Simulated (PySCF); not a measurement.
## Level of theory and adiabatic energies of losing or gaining an electron: cyclopropenyl

Structure: `[CH]1C=C1` (C3H3•). The parent is a doublet.

All levels share the PBE0-D3(BJ)/ma-def2-SVP structures and the PBE0-D3(BJ)/ma-def2-SVP thermal terms; only the single-point energies (PySCF) change. Values are adiabatic energies of losing or gaining an electron (0 K, eV).

| level | ionisation energy to the singlet cation | time |
| --- | --- | --- |
| M06-2X/ma-def2-TZVP (grid 3) | 6.04 | 3.7 min |
| PBE0-D3(BJ)/ma-def2-TZVP | 6.15 | – |
| PBE0-D3(BJ)/def2-TZVPD | 6.15 | 45 s |
| PBE0-D3(BJ)/6-31+G* | 6.15 | 15 s |
| TPSS-D3(BJ)/ma-def2-TZVP (grid 3) | 6.16 | 2.1 min |
| PBE0-D3(BJ)/6-311+G** | 6.18 | 29 s |
| PBE0-D3(BJ)/def2-SV(P) | 6.20 | 11 s |

Times are wall times for all single points of a level on 1 thread of Arm Neoverse N1, a shared host; the dash marks the run that also made the structures. TPSS ran on a slower path of this set-up, which computes the density-fitting integrals anew in every SCF cycle while the other levels store them. So the times needn't show the usual order of cost, and those levels read slower than they are.

The spread: 0.16 eV, from 6.04 to 6.20.
